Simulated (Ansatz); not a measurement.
A nudged elastic band was laid between two geometries of C2H6N (9 atoms, charge -1, multiplicity 1).

Method: UKS r2SCAN/def2-SVP in Ansatz 0.2.0.

```yaml
movable_images: 7
climbing_image: yes
spring: 5.0 eV/Å²
optimiser: quadratic models (default)
start_path: through a guess of the saddle point
force_threshold: 0.05 eV/Å
iteration_limit: 60
end_points: relaxed
```

First end point:

```xyz
9
Properties=species:S:1:pos:R:3
C -0.205 0.801 -0.779
N 0.481 -0.407 -0.671
C 0.316 -0.895 0.624
H -1.343 0.765 -0.566
H -0.120 1.258 -1.794
H 0.118 1.641 -0.050
H -0.774 -1.086 0.965
H 0.840 -1.867 0.790
H 0.687 -0.210 1.481
```

Last end point:

```xyz
9
Properties=species:S:1:pos:R:3
C -0.126 0.656 -0.702
N 0.243 -0.689 -0.336
C 0.083 -1.057 1.089
H -1.219 0.790 -0.568
H 0.112 0.897 -1.773
H 0.342 1.467 -0.069
H -1.032 -1.096 1.256
H 1.218 -0.826 -0.611
H 0.377 -0.143 1.713
```

Task: Which bonds break or form, and what moves?

Result: Bonds broken: C3–H8. Bonds formed: N2–H8.

Task: Give the energies along the band, and the barrier.

Result: The run converged. The highest image is number 5 of 0 to 8, 230.2 kJ/mol above the first end and 128.9 kJ/mol above the last; the last end lies 101.2 kJ/mol above the first. The profile has 2 maxima (images 2, 5) with wells between them (image 3): this band takes more than one step, which may be the mechanism or a detour left from its start path. Neighbouring images differ by up to 2.1 eV, so the band resolves the path poorly. A vibrational analysis at the climbing image gives one clearly imaginary mode, 1348i cm⁻¹: a first-order saddle point. The orbitals stay closed-shell, which can raise the energy where a bond breaks towards radicals; this wasn't checked here. Limits of this set-up: an anion without diffuse functions, the dipole of an ion depends on the origin.

| image | path coordinate (Å) | energy (kJ/mol) | C3–H8 (Å) | N2–H8 (Å) |
| --- | --- | --- | --- | --- |
| 0 | 0.00 | 0.0 | 1.12 | 2.10 |
| 1 | 0.86 | 15.4 | 1.12 | 2.11 |
| 2 | 1.73 | 23.2 | 1.15 | 2.19 |
| 3 | 2.59 | 7.9 | 1.16 | 2.22 |
| 4 | 3.45 | 24.6 | 1.13 | 2.04 |
| 5 | 4.32 | 230.2 | 1.26 | 1.24 |
| 6 | 5.09 | 126.6 | 1.95 | 1.02 |
| 7 | 5.86 | 112.5 | 2.06 | 1.02 |
| 8 | 6.62 | 101.2 | 2.06 | 1.02 |

Task: What is the geometry of the highest image?

Result: 
```xyz
9
Properties=species:S:1:pos:R:3:forces:R:3
C -0.106 0.714 -0.794 0.00 0.00 0.00
N -0.077 -0.679 -0.571 0.01 0.00 0.01
C 0.173 -0.859 1.008 0.00 -0.01 0.00
H -1.019 1.241 -0.359 0.00 0.00 0.00
H -0.100 0.960 -1.882 0.00 0.00 0.00
H 0.756 1.312 -0.336 0.00 0.00 0.00
H -0.324 -1.805 1.315 0.00 0.00 0.00
H 0.981 -0.875 0.047 0.00 0.00 0.00
H -0.284 -0.010 1.571 0.00 0.00 0.00
```

The band took 19 iterations and about 9 core-minutes.

The run took 4.5 min on 2 threads of Arm Neoverse V2, with other jobs on the host, peak memory 0.18 GiB.
